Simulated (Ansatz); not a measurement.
**C₂H₅O, doublet: the ladder up to UCCSDT(Q)**

Geometry: MP2(full)/6-31G*, from the G2/97 set.

```csv
atom,x (Å),y (Å),z (Å)
C,1.0937,-0.5711,0.0000
C,0.0890,0.5859,0.0000
O,-1.1711,-0.0021,0.0000
H,0.2359,1.2018,0.8965
H,0.2359,1.2018,-0.8965
H,2.1083,-0.1669,0.0000
H,0.9583,-1.1897,0.8881
H,0.9583,-1.1897,-0.8881
```

Basis 6-31G* (Cartesian d functions); Ansatz 0.2.0. Only valence electrons are correlated (noble-gas cores frozen), which leaves 19 electrons in 52 orbitals. R marks a restricted (for open shells ROHF) determinant, U an unrestricted one. Active spaces: frontier = (9e, 9o) about the gap.

Full CI isn't at hand for all of this; UCCSDT(Q) serves as the reference, and is uncertain by about the last step of the cluster series. The frozen core follows each run's orbitals, which can shift R against U totals by a few meV.

For open shells CISD is restricted-active-space CI with the open shells as a complete middle space.

The UHF ⟨S²⟩ is 0.758. The T1 diagnostic (RCCSD) is 0.0178, the largest doubles amplitude (RCCSD) is 0.023 and the T1 diagnostic (UCCSD) is 0.0152.

```csv
level,E − E(RHF) (eV)
UHF,-0.1241
RMP2,-10.8990
UMP2,-10.8965
RCCSD,-12.0096
UCCSD,-12.0117
RCCSD(T),-12.2999
UCCSD(T),-12.3001
```

(1) Estimate how far UCCSDT(Q) in 6-31G* lies from RCCSD(T). The table doesn't fix it; the size of (T) and the diagnostics are the guide.

(1) UCCSDT(Q) in 6-31G* lies 0.95 kcal/mol below RCCSD(T), which is 14 % of the (T) step (-6.69 kcal/mol). The diagnostics are small and one determinant leads, so the series closes fast and only a small part of (T) is left.

The other levels:

| level | E − E(UCCSDT(Q)) (kcal/mol) | share of correlation (%) | wall time |
| --- | --- | --- | --- |
| CISD | 36.56 | 87.15 | 21 s |
| BCCD(T) | 0.90 | 99.68 | 15 s |
| RCCSDT | 0.40 | 99.86 | – |
| UCCSDT | 0.39 | 99.86 | – |
| RCCSDT(Q) | 0.03 | 99.99 | 54 s (H100) |
| CASSCF (frontier space) | 227.69 | 19.99 | – |
| NEVPT2 (frontier space) | 31.40 | 88.97 | 27 s |
| MRCISD (frontier space) | 23.97 | 91.58 | – |
| MRCISD+Q (frontier space) | 3.92 | 98.62 | 45 s (H100) |

The correlation energy at UCCSDT(Q), counted from RHF, is -12.341 eV. That run took 28 s on 2 threads of AMD EPYC 7R13 with a shared H100 80 GB, shared host.

Times hold each run's SCF and search for its determinant on a shared host, so for small cases they say little of a method's own cost; rows without a card ran on 1 thread of AMD EPYC 7R13.

Atomization energy (electronic, same basis, no zero-point term; atoms at the same level, unrestricted beside the R rows where the molecule is a closed shell, with restricted open-shell steps beyond CCSDT(Q)) at UCCSDT(Q): 2662.9 kJ/mol. Errors of other levels:

```
    level  error (kJ/mol)
      RHF          -482.7
      UHF          -503.3
     RMP2            11.9
     UMP2            10.1
     CISD          -136.5
    RCCSD           -22.0
    UCCSD           -22.5
 RCCSD(T)            -1.4
 UCCSD(T)            -1.9
  BCCD(T)            -1.1
   RCCSDT            -1.0
   UCCSDT            -1.4
RCCSDT(Q)             0.4
```

This basis is far from its limit, so the value isn't to be set against a measured one. Truncated CI isn't size-consistent, which counts against it in atomization.
